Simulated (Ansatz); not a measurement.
Consider Ni in the fcc (Cu type) structure (space group Fm-3m, No. 225; a = 3.5184 Å; ferromagnetic).

Levels (all Ansatz, a program for electronic structure, PAW): PBE (420 eV, no spin-orbit coupling); r2SCAN (500 eV, no SOC).

Levels that relaxed their own cell: PBE and r2SCAN.

```tsv
level	lattice parameter a
PBE	3.518 Å
r2SCAN	3.478 Å
```

Measured: lattice parameter a 3.508 Å (static lattice; corrected from measurement; as listed in Daniel Mejia-Rodriguez, S. B. Trickey, Phys. Rev. B (2018)).

Computed minus measured — lattice parameter a: PBE +0.3 %, r2SCAN -0.9 % (closest: PBE).

The magnetic state is the one reached from the starting moments; the real material's order can differ, and small cells can't hold many antiferromagnetic ones. Stability against distortions was not tested.
